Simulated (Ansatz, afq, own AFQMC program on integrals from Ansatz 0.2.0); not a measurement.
Two steps: Ansatz 0.2.0 writes the Fock matrix and Cholesky factors of the valence space, and afq projects on them the lowest state that overlaps trial and start.

```yaml
crystal:
  periodic: [false, false, false]
  atoms:
    - {symbol: O, position_ang: [0.000000, -0.146273, 0.105616]}
    - {symbol: H, position_ang: [0.000000, 1.884393, -2.543655]}
    - {symbol: H, position_ang: [0.000000, 0.437455, 0.867166]}
basis:
  gaussian: {orbitals: 6-31G}
magnetization: {spin_polarized: true, initial_magnetization: 0}
correlation: {method: ccsd_t, electrons: outside_noble_gas, hamiltonian_folder: ham}
```

```sh
$ ansatz run in.yaml --threads 1 --pin off --events-out ev --progress --plain --max-ram 1382MiB
```

Options of the walk:

```
--method free --trial cisd --walkers 200 --time-step 0.01 --max-blocks 120 --target-error 0.00136 --factor-cut 1e-06 --seed 641 --times 0.0,0.2,0.4,0.8,1.2 --taylor-order 6
```

Times are imaginary, in 1/Eh. The walk had a cap of 162 s.

afq prints:

```
orbitals 12  electrons 4 4  factors 59 of 140
reference energy -75.86147196 Eh
CCSD correlation -0.09749599 Eh in 15 cycles, weight of the determinant in the CISD state 0.9675
repeat  energy at the last time / Eh  error
    10  -75.959643  0.000081
    20  -75.959803  0.000083
    30  -75.959823  0.000070
time / (1/Eh)  energy / Eh  error  mean overlap
  0.00  -75.958993  0.000060  1.0338
  0.20  -75.959460  0.000059  1.0349
  0.40  -75.959626  0.000045  1.0371
  0.80  -75.959790  0.000077  1.0376
  1.20  -75.959823  0.000067  1.0368
energy -75.959823 +/- 0.000067 Eh
```

The run passed its tests (error under three times the target), which doesn't prove that it has relaxed.

Against this walk (error 1.8 meV) on the same determinant: CCSD(T) 8.6 meV higher, CCSDT(Q) 3.4 meV lower (within the noise), CCSDTQ 4.1 meV lower, full CI 5.5 meV lower. The error is statistical, and a free projection of finite length keeps a remainder of its start. The determinant has ⟨S²⟩ = 1.00, so the low cluster orders mix in higher spin, and so can this walk. The projection is still falling at its last time (meV from the last point: 22.6 ± 1.6 at 0.00, 9.9 ± 1.6 at 0.20, 5.4 ± 1.2 at 0.40, 0.9 ± 2.1 at 0.80, 0.0 ± 1.8 at 1.20), so its energy is a cut-off value, and the gaps above aren't errors of the other methods. The determinant is a poor start (see the cautions), so the low cluster orders aren't to be relied on, and full CI is the sure value.

Cautions: remainder of the start not in the error; start is not spin pure; unrestricted determinant spin contaminated (⟨S²⟩ 1.00 against 0.00); the CCSDTQ amplitudes may be one of several solutions (largest double 0.67); the next higher spin lies close (full CI puts it 8 meV above).

The walk took 48 s on 1 thread of Intel(R) Xeon(R) Processor @ 2.50GHz (Skylake/Cascade Lake) (shared host). The log's last line is the free-projection energy.

CCSDT and higher add their correlation energy to the determinant of the CCSD(T) run, since their own runs factorise the integrals more tightly (a shift of under 2 meV). A walk keeps the symmetry of its determinant, which the program's search chose and which needn't be the lowest solution, so a lower state of the same spin and another symmetry isn't excluded.
